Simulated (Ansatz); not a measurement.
Solid bromine was calculated with r²SCAN (Ansatz, a first-principles code, plane waves, PAW).

Numerical settings: plane-wave cutoff 600 eV, 6×6×4 k mesh (along the axes of the cell as run), scalar-relativistic PAW data made under PBE.

Cell (measured lattice):

```cif
data_Br8
_chemical_formula_sum 'Br8'
_space_group_name_H-M_alt 'Cmce'
_space_group_IT_number 64
_space_group_name_Hall '-C 2ac 2'
_cell_length_a 6.74300
_cell_length_b 4.66850
_cell_length_c 8.70020
_cell_angle_alpha 90.000
_cell_angle_beta 90.000
_cell_angle_gamma 90.000
loop_
_atom_site_label
_atom_site_type_symbol
_atom_site_symmetry_multiplicity
_atom_site_Wyckoff_symbol
_atom_site_fract_x
_atom_site_fract_y
_atom_site_fract_z
_atom_site_occupancy
Br1 Br 8 f 0.00000 0.13322 0.11355 1
```
(The calculation used a cell of 4 atoms; values per cell refer to that cell.)

### Question
What does this level give for the elastic constant C13, elastic constant C66, elastic constant C33, elastic constant C11, elastic constant C12 and elastic constant C44?

### Answer

- elastic constant C13 = 2.86 GPa
- elastic constant C66 = 5.27 GPa
- elastic constant C33 = 16.2 GPa
- elastic constant C11 = 12.2 GPa
- elastic constant C12 = 4.35 GPa
- elastic constant C44 = 10.5 GPa

Note: the cell isn't this level's own, so it is under some stress, which shifts stiffness and frequencies.

Elastic constants are with the ions relaxed.

Static lattice: no zero-point or thermal effects.
